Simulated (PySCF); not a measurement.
## State search for MgSi⁺

Unrestricted PBE0; basis Mg aug-cc-pVDZ, Si aug-cc-pV(D+d)Z; no relativity; PySCF 2.14. Outer shells of the fragments: Mg+ 3s1; Si 3s2 3p2.

Followed along the bond (rough minima from three points):

```tsv
2Ms+1	unpaired	⟨S²⟩ at the start	R at minimum (Å)	Te (eV)
2	π ↑	0.77	2.72	0.00
2	σ ↓, π ↑↑	1.77	2.56	1.40
2	σ ↑, π ↑↓	1.77	2.50	1.41
4	σ ↑, π ↑↑	3.75	none in the scan	≤ 0.89
2	σ ↑	0.75	none in the scan	≤ 1.15
```

Solutions found at the starting distance of 2.570 Å, counted from the lowest of them; the search is not exhaustive and high or unbound solutions are not listed, so other states can lie among these:

```
2Ms+1       unpaired   term  E (eV)  ⟨S²⟩  ⟨Lz²⟩  μ (D)
    2            π ↑     ²Π    0.00  0.77   1.01  -4.28
    4      σ ↑, π ↑↑    ⁴Σ⁻    0.86  3.75   0.00  -5.94
    2      σ ↓, π ↑↑  mixed    1.36  1.77   0.00  -5.63
    2      σ ↑, π ↑↓  mixed    1.38  1.77   2.02  -5.76
    2            σ ↑    ²Σ⁺    1.48  0.75   0.00   0.56
    4      σ ↑↑, π ↑     ⁴Π    1.56  3.75   1.01  -0.40
    2            σ ↑  mixed    2.26  0.77   2.00  -5.60
    4      σ ↑, π ↑↑  mixed    4.08  3.76   2.01  -1.49
    2            π ↑     ²Π    4.53  0.83   1.01  -7.01
    4  σ ↑, π ↑, δ ↑  mixed    7.54  3.76   5.01  -3.01
    4  σ ↑, π ↑, δ ↑  mixed    7.57  3.75   4.99  -2.91
```

A term symbol is given only where ⟨S²⟩ and ⟨Lz²⟩ are close to those of a pure state; real π, δ and φ orbitals otherwise mix terms. A positive dipole points towards Si; it is taken about the centre of mass and depends on that origin.

Counting both spins, an empty level lies below a filled one in some of these solutions, because spin and occupation are held.
